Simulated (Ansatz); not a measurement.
in.yaml

```yaml
crystal:
  periodic: [false, false, false]
  atoms:
    - {symbol: B, position_ang: [0.000000, -0.139435, 0.779235]}
    - {symbol: C, position_ang: [0.000000, -0.079177, -0.746415]}
    - {symbol: H, position_ang: [0.000000, 1.712968, 2.020808]}
    - {symbol: H, position_ang: [0.000000, 0.726073, -1.484409]}
basis:
  gaussian: {orbitals: def2-mTZVP}
magnetization: {spin_polarized: false, initial_magnetization: 3}
correlation: {method: ccsd_t, electrons: outside_noble_gas}
```

```sh
$ ansatz run in.yaml --threads 1 --pin off --events-out ev --progress --plain --max-ram 2393MiB
```

The program prints:

```
424 factors; integrals over basis functions are off by at most 1.1e-3 eV
mean field evaluation 1: about -1724.8956 eV, gradient 1.2e1 eV
mean field evaluation 2: about -1724.8995 eV, gradient 1.2e1 eV
mean field evaluation 4: about -1725.9964 eV, gradient 3.1e0 eV
mean field evaluation 8: about -1726.2009 eV, gradient 9.4e-1 eV
mean field evaluation 16: about -1726.3509 eV, gradient 9.1e-6 eV
mean field evaluation 32: about -1726.3462 eV, gradient 1.7e-1 eV
mean field evaluation 64: about -1725.9816 eV, gradient 1.2e-1 eV
mean field evaluation 96: about -1725.9817 eV, gradient 7.3e-2 eV
mean field evaluation 128: about -1719.0016 eV, gradient 1.0e-1 eV
mean field evaluation 160: about -1720.6131 eV, gradient 3.6e-5 eV
mean field evaluation 192: about -1717.9277 eV, gradient 1.7e1 eV
mean field evaluation 224: about -1726.3461 eV, gradient 3.1e-1 eV
mean field evaluation 256: about -1720.7093 eV, gradient 4.4e0 eV
mean field evaluation 288: about -1722.6650 eV, gradient 5.7e-3 eV
mean field -1726.35093875 eV, -63.4422268363 hartree, gradient 3.8e-6 eV, S^2 3.750000; 7 other end points of the search recorded, 0 dependent functions left out
mean field evaluation 320: about -1727.2310 eV, gradient 3.0e-4 eV
mean field evaluation 352: about -1726.1429 eV, gradient 1.5e-4 eV
determinant -1726.35093875 eV, -63.4422268363 hartree, with singles and doubles -1731.77366281 eV, -63.6415082699 hartree
determinant -1725.98200698 eV, -63.4286688440 hartree, with singles and doubles -1731.67060753 eV, -63.6377210582 hartree
determinant -1725.97082796 eV, -63.4282580224 hartree, with singles and doubles -1731.75535659 eV, -63.6408355289 hartree
determinant -1725.52258803 eV, -63.4117855089 hartree, with singles and doubles -1730.75502107 eV, -63.6040738766 hartree
determinant -1726.35093875 eV, -63.4422268363 hartree, with singles and doubles -1731.83597842 eV, -63.6437983264 hartree
determinant -1725.98200698 eV, -63.4286688440 hartree, with singles and doubles -1731.73551174 eV, -63.6401062438 hartree
determinant -1725.97082796 eV, -63.4282580224 hartree, with singles and doubles -1731.77215342 eV, -63.6414528010 hartree
mean field evaluation 384: about -1725.9708 eV, gradient 1.0e-4 eV
2 core orbitals not correlated: weight in the atoms' cores, before any rotation towards them, 1.000 or more for the frozen orbitals, at most 0.000 for the correlated occupied ones
reference -1725.97082796 eV, -63.4282580223 hartree; 6, 3 occupied and 36, 39 virtual orbitals, 424 factors
second order -4.74048759 eV of doubles, -0.22790734 eV of singles
cycle   1  -5.80131876 eV  change    6.7e-6 eV  update   2.2e-5
cycle   2  -5.80130858 eV  change    1.0e-5 eV  update   5.1e-6
cycle   3  -5.80131107 eV  change   -2.5e-6 eV  update   4.3e-6
perturbative correction -0.28177716 eV, -0.0103551195 hartree
Total energy: -1732.05391619 eV, -63.6518073915 hartree
```

Ran on 1 thread of Arm Neoverse V2, shared host: 3.2 s wall, 0.16 GiB peak host memory.
